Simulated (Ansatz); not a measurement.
`BCB` and `BC` differ in one atom or group.

Ansatz, PBE0-D4/def2-TZVP geometries, multiplicity 1. 

| property | `BCB` |
| --- | --- |
| HOMO energy (B3LYP/def2-TZVPP) / eV | -8.86 |
| HOMO energy (PBE/def2-TZVPP) / eV | -7.64 |
| size of the dipole moment (B3LYP/def2-TZVPP) / D | 0.78 |
| HOMO energy (ωB97M-V/def2-TZVPP) / eV | -11.36 |
| HOMO–LUMO gap (PBE/def2-TZVPP) / eV | 4.76 |
| size of the dipole moment (ωB97M-V/def2-TZVPP) / D | 0.79 |

Task: Give the same properties after the change, and the shifts. (Estimate.)

Result: Ansatz gave: 
```json
{"property": "HOMO energy (B3LYP/def2-TZVPP) / eV", "`BC`": "-8.82", "shift": "0.04"}
{"property": "HOMO energy (PBE/def2-TZVPP) / eV", "`BC`": "-7.57", "shift": "0.07"}
{"property": "size of the dipole moment (B3LYP/def2-TZVPP) / D", "`BC`": "0.69", "shift": "-0.09"}
{"property": "HOMO energy (ωB97M-V/def2-TZVPP) / eV", "`BC`": "-11.33", "shift": "0.03"}
{"property": "HOMO–LUMO gap (PBE/def2-TZVPP) / eV", "`BC`": "5.31", "shift": "0.55"}
{"property": "size of the dipole moment (ωB97M-V/def2-TZVPP) / D", "`BC`": "0.69", "shift": "-0.10"}
```

The zero-point energy changes by -30.6 kJ/mol with -6 modes. Dipoles are sizes alone; their direction can turn.

B3LYP here is the variant with VWN-RPA as its local correlation; programs differ in this.
